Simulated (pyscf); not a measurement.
Optimised with ωB97X-D3(BJ)/def2-SVP in PySCF.

Task: For `[CH2][O][CH3]` [doublet] + `[H][H]` → `[CH3][O][CH3]` + `[H]` [doublet], a hydrogen abstraction (doublet surface; H–H broken, C–H formed), PBE/def2-TZVP gives ΔE‡ = 0.36 eV and ΔE = +0.28 eV (zero: the separated reactants). In which direction and how far do PBE0-D3(BJ)/def2-TZVP, M06-2X/def2-TZVP, ωB97M-D3(BJ)/def2-TZVP move these?

Result: PBE0-D3(BJ): ΔE‡ = 0.44 eV, ΔE = +0.22 eV; M06-2X: ΔE‡ = 0.66 eV, ΔE = +0.23 eV; ωB97M-D3(BJ): ΔE‡ = 0.60 eV, ΔE = +0.25 eV. PBE's barrier lies under all of them, by 0.08 to 0.30 eV. Its reaction energy lies over all of them, by 0.03 to 0.06 eV. •H₂C–O–CH₃ lies 0.56 eV over its isomer H₃C–CH•–OH (electronic energy, ωB97M-D3(BJ)/def2-TZVP). H₃C–O–CH₃ lies 0.49 eV over its isomer H₃C–CH₂–OH (electronic energy, ωB97M-D3(BJ)/def2-TZVP). One saddle was located; it need not be the lowest between these sides. The angle at the transferred H is 176°.
